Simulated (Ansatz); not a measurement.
Ansatz (a first-principles code) input:

Ansatz 0.2 input:
```yaml
crystal:
  periodic: [false, false, false]
  atoms:
    - {symbol: O, position_ang: [0.00640950, 0.00082813, 1.39432741]}
    - {symbol: C, position_ang: [0.00085310, 0.00011022, 0.18558322]}
    - {symbol: C, position_ang: [-0.00523531, 1.28535289, -0.61238490]}
    - {symbol: C, position_ang: [-0.00038784, -1.28607943, -0.61087992]}
    - {symbol: H, position_ang: [0.00270891, 2.14131370, 0.05812234]}
    - {symbol: H, position_ang: [-0.00216275, -2.14124313, 0.06068828]}
    - {symbol: H, position_ang: [-0.88988472, 1.32626971, -1.25304413]}
    - {symbol: H, position_ang: [0.86529604, 1.32407970, -1.27214134]}
    - {symbol: H, position_ang: [0.87833452, -1.32776204, -1.25959603]}
    - {symbol: H, position_ang: [-0.87694764, -1.32558514, -1.26255881]}
basis:
  gaussian:
    orbitals: aug-cc-pVDZ
magnetization: {spin_polarized: false}
correlation: {method: ccsd_t, electrons: outside_noble_gas}
```

Task: Which total energy does the run end on?

Result: -192.67727 Eh (CCSD(T)/aug-cc-pVDZ). The basis has 146 functions. The run takes about 30 core-seconds (a rough figure).
